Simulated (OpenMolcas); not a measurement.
# [SiH3]− (SMILES [SiH3-]): levels of theory compared

Wanted: a comparison of 6 runs (UHF/STO-3G, B2PLYP/STO-3G, PBE/STO-3G, PBE0/STO-3G, UB3LYP/STO-3G, CISD/STO-3G) of [SiH3]−. 

The calculation is run with OpenMolcas 26.06.

## Step 1: The structure to begin with

[SiH3]−: 4 atoms, total charge -1, spin state singlet. SMILES: `[SiH3-]`. The Si1–H4 distance was set to 2.705 Å, away from the relaxed value. At this shape a bond of the SMILES string is far longer than usual.

Bond lengths: Si1–H2 1.546 Å, Si1–H3 1.546 Å. Angles: H2–Si1–H3 94.1°.

## Step 2: A single-point energy at UHF/STO-3G (run 1)

The input, mol.xyz:

```xyz
4

Si     1.445324    -0.622874     0.142274
H      1.332224     0.050126     1.529074
H      0.607124    -1.855874     0.549974
H     -0.667800     0.712200    -0.891800
```

The input, calc.input:

```
* H3Si Hartree-Fock
>>> EXPORT MOLCAS_PRINT=2

&GATEWAY
  BasLib=$CurrDir
  Coord=mol.xyz
  Basis=STO-3G
  Group=NoSym

&SEWARD

&SCF
  UHF
  Charge=-1
  Thresholds=1e-10 1e-07 1e-07 1e-05
  Scramble=0.25
  PrOrbitals=1 1
```

The basis set STO-3G is read from a file made from the Basis Set Exchange's data (not shown).

On the command line:

```console
$ export MOLCAS_MEM=1860
$ pymolcas calc.input > calc.log
```

Standard output:

```text
--- Start Module: gateway ---
[...]
--- Stop Module: gateway /rc=_RC_ALL_IS_WELL_ ---
--- Start Module: seward ---
[...]
      Basis functions           12
--- Stop Module: seward /rc=_RC_ALL_IS_WELL_ ---
--- Start Module: scf ---
[...]
       Convergence after  19 Iterations
[...]
::    Total SCF energy                               -286.9516344247
[...]
      Total spin, S                                     0.4823112092
[...]
      Total electronic charge=   18.000000
      Total            charge=   -1.000000
[...]
      Dipole Moment (debye):
      Origin of the operator (angstrom)=    1.3457   -0.5977    0.1670
                   X=  2.0380E+00               Y= -8.2020E-01               Z=  8.7721E-02           Total=  2.1986E+00
      Center of Charge (angstrom)
[...]
--- Stop Module: scf /rc=_RC_ALL_IS_WELL_ ---
[...]
```

It took 1.8 s on 1 thread of Arm Neoverse V1, shared host; peak memory 0.37 GiB.

## Step 3: The energy at B2PLYP/STO-3G (run 2)

mol.xyz is that of step 2.

The input, calc.inp:

```
* H3Si Kohn-Sham DFT

&GATEWAY
 BasLib
 $CurrDir
 Coord
 mol.xyz
 Basis
 STO-3G
 Group
 NoSym

&SEWARD
 GridInput
 Grid=UltraFine
 End of Grid

&SCF
 Charge
 -1
 KSDFT
 B2PLYP_SCF
 Thresholds
 1e-10 1e-07 1e-07 1e-05
 PrOrbitals
 1 1

&MBPT2
 Frozen
 5
```

The basis set STO-3G is read from a file made from the Basis Set Exchange's data (not shown).

On the command line:

```console
$ export MOLCAS_MEM=1860
$ pymolcas calc.inp > calc.log
```

Standard output:

```text
--- Start Module: gateway ---
[...]
--- Stop Module: gateway /rc=_RC_ALL_IS_WELL_ ---
[...]
      Basis functions           12
[...]
--- Start Module: scf ---
[...]
       Convergence after  14 Iterations
[...]
::    Total KS-DFT energy                            -287.3844935149
[...]
      Total spin, S                                     0.0000000000
[...]
      Total electronic charge=   18.000000
      Total            charge=   -1.000000
[...]
      Dipole Moment (debye):
      Origin of the operator (angstrom)=    1.3457   -0.5977    0.1670
                   X=  4.5227E+00               Y= -2.6053E+00               Z=  1.7227E+00           Total=  5.4963E+00
      Center of Charge (angstrom)
[...]
--- Stop Module: scf /rc=_RC_ALL_IS_WELL_ ---
[...]
--- Start Module: mbpt2 ---
[...]
 ###    WARNING: MP2 implementation intended for RHF references only         ###
 ###############################################################################
MBPT2 WARNING: Reference function according to RunFile:KS-DFT
I'll assume you know what you're doing and continue
WARNING!
Default frozen orbitals as non valence orbitals is overwritten by user input.
Default values:   2
[...]
       Reference weight ( Cref**2 )         =        0.87755
::    Total MBPT2 energy                             -287.4778791797
[...]
      Total MBPT2 calculations                           0.03      0.03
--- Stop Module: mbpt2 /rc=_RC_ALL_IS_WELL_ ---
[...]
```

Run time: 3.9 s. Hardware: 1 thread of Arm Neoverse V1, shared host; peak memory 0.37 GiB.

## Step 4: A single-point energy at PBE/STO-3G (run 3)

mol.xyz is that of step 3.

The input, calc.inp:

```
>>> EXPORT MOLCAS_PRINT=2

&GATEWAY
  BasLib = $CurrDir
  Coord = mol.xyz
  Basis = STO-3G
  Group = NoSym

&SEWARD
  GridInput
  Grid=UltraFine
  End of Grid

&SCF
  Charge = -1
  KSDFT = PBE
  Thresholds = 1e-10 1e-07 1e-07 1e-05
  PrOrbitals = 1 1
```

The basis set STO-3G is read from a file made from the Basis Set Exchange's data (not shown).

On the command line:

```console
$ export MOLCAS_MEM=1860
$ pymolcas calc.inp > calc.log
```

Standard output:

```text
--- Start Module: gateway ---
[...]
--- Stop Module: gateway /rc=_RC_ALL_IS_WELL_ ---
--- Start Module: seward ---
[...]
      Basis functions           12
--- Stop Module: seward /rc=_RC_ALL_IS_WELL_ ---
--- Start Module: scf ---
[...]
       Convergence after  18 Iterations
[...]
::    Total KS-DFT energy                            -287.4193107881
[...]
      Total spin, S                                     0.0000000000
[...]
      Total electronic charge=   18.000000
      Total            charge=   -1.000000
[...]
      Dipole Moment (debye):
      Origin of the operator (angstrom)=    1.3457   -0.5977    0.1670
                   X=  3.7659E+00               Y= -2.1486E+00               Z=  1.3939E+00           Total=  4.5543E+00
      Center of Charge (angstrom)
[...]
--- Stop Module: scf /rc=_RC_ALL_IS_WELL_ ---
[...]
```

Run time: 4.5 s. Hardware: 1 thread of Arm Neoverse V1, shared host; peak memory 0.37 GiB.

Runs 4 to 5 aren't shown in full; the table further down has their settings and results.

## Step 5: The energy at CISD/STO-3G (run 6)

mol.xyz is that of step 4.

The input, calc.inp:

```
* H3Si CISD
&GATEWAY
BasLib
$CurrDir
Coord
mol.xyz
Basis
STO-3G
Group
NoSym
&SEWARD
&SCF
Charge
-1
Thresholds
1e-10 1e-07 1e-07 1e-05
PrOrbitals
1 1
&MOTRA
Frozen
5
&GUGA
Electrons
8
Spin
1
Inactive
4
Active
0
CIAll
1
&CPF
SDCI
```

The basis set STO-3G is read from a file made from the Basis Set Exchange's data (not shown).

On the command line:

```console
$ export MOLCAS_MEM=1860
$ pymolcas calc.inp > calc.log
```

Standard output:

```text
--- Start Module: gateway ---
[...]
--- Stop Module: gateway /rc=_RC_ALL_IS_WELL_ ---
[...]
      Basis functions           12
[...]
       Convergence after  13 Iterations
[...]
::    Total SCF energy                               -286.9243823681
[...]
      Total spin, S                                     0.0000000000
[...]
      *** WARNING: Default frozen orbitals is overwritten by user input.
      *** Default values:   2
[...]
--- Start Module: guga ---
[...]
--- Stop Module: guga /rc=_RC_ALL_IS_WELL_ ---
--- Start Module: cpf ---
[...]
      Active orbitals                            0       0
[...]
      Spin quantum number                      0.0
[...]
     FINAL CI ENERGY          -287.00754112
     FINAL CORRELATION ENERGY   -0.08315875  REFERENCE ENERGY    -286.92438237
[...]
     REL. CI ENERGY           -287.00754112
[...]
      Total electronic charge=   18.000000
      Total            charge=   -1.000000
[...]
      Dipole Moment (debye):
      Origin of the operator (angstrom)=    1.3457   -0.5977    0.1670
                   X=  2.9851E+00               Y= -1.5995E+00               Z=  9.0345E-01           Total=  3.5051E+00
      Quadrupole Moment (debye*angstrom):
[...]
--- Stop Module: cpf /rc=_RC_ALL_IS_WELL_ ---
[...]
```

It took 1.7 s on 1 thread of Arm Neoverse V1, shared host; peak memory 0.37 GiB.

## Step 6: Overview of the runs

| run | level | scramble | frozen core orbitals | energy (Eh) | HOMO energy (eV) | LUMO energy (eV) | HOMO–LUMO gap (eV) | wall time |
| --- | --- | --- | --- | --- | --- | --- | --- | --- |
| 1 | UHF/STO-3G | 0.25 | – | -286.951634 | 4.34 | 14.21 | 9.87 | 1.8 s |
| 2 | B2PLYP/STO-3G | – | 5 | -287.409708 | 4.89 | 11.27 | 6.38 | 3.9 s |
| 3 | PBE/STO-3G | – | – | -287.419311 | 6.49 | 9.24 | 2.76 | 4.5 s |
| 4 | PBE0/STO-3G | – | – | -287.448573 | 5.59 | 10.03 | 4.44 | 4.2 s |
| 5 | UB3LYP/STO-3G | 0.25 | – | -287.596738 | 6.04 | 9.92 | 3.87 | 8.4 s |
| 6 | CISD/STO-3G | – | 5 | -287.007541 | 3.70 | 13.49 | 9.78 | 1.7 s |

## Step 7: Results

| quantity | value |
| --- | --- |
| run 6: total energy | -287.00754 Eh |
| run 6: HOMO energy (Hartree–Fock orbitals) | 3.70 eV |
| run 6: LUMO energy (Hartree–Fock orbitals) | 13.49 eV |
| run 6: HOMO–LUMO gap (to an unbound level, set by the basis) | 9.78 eV |
| run 6: correlation energy (5 core orbitals frozen) | -83.2 mEh |

In words: Over runs 1, 2, 3, 4, 5 the HOMO–LUMO gap runs from 2.76 eV (PBE/STO-3G) to 9.87 eV (UHF/STO-3G). The empty levels of an anion lie above zero and hang on the basis. For B2PLYP the log adds the whole second-order term; the table takes 0.27 of it, as the functional is defined. Totals of different functionals can't be ranked against each other. In runs 1, 2, 3, 4, 5, 6 the HOMO lies above zero, so the outermost electron may be held by the basis alone. In runs 1, 2, 3, 4, 5, 6 the basis is minimal, so the values are rough. Spin contamination of the reference: run 1 ⟨S²⟩ = 0.71, run 5 ⟨S²⟩ = 0.21. Where it is this large, the reference is a mixture of spin states, and values that rest on it are in doubt. All runs together took 25 s, the longest 8.4 s.
